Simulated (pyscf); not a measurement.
Structures and frequencies: ωB97X-D3(BJ)/def2-SVP in PySCF.

Estimate the classical barrier height and the reaction energy of F–Si:–F [singlet] + H₂ → HF + F–SiH: [singlet] at r²SCAN/def2-TZVP. The step runs on the singlet surface, breaks F–Si, H–H and forms F–H, H–Si; take the separated reactants as zero.

ΔE‡ = 43.6 kcal/mol, ΔE = +49.5 kcal/mol. ωB97M-D3(BJ)/def2-TZVP gives 47.0 kcal/mol and +47.9 kcal/mol. Zero-point energy shifts the barrier by +2.8 kcal/mol. It is a four-centre exchange, with an imaginary mode of 1059i cm⁻¹. On the product side the descent ends in a complex, 6.6 kcal/mol under the separated species and 6.1 kcal/mol under the saddle at ωB97X-D3(BJ)/def2-TZVP. At r²SCAN the saddle lies under the separated products, which points to a path from their complex (located at ωB97X-D3(BJ) alone), and parting the products costs more than the saddle. This is the saddle that the search found; another between the same sides may lie lower.
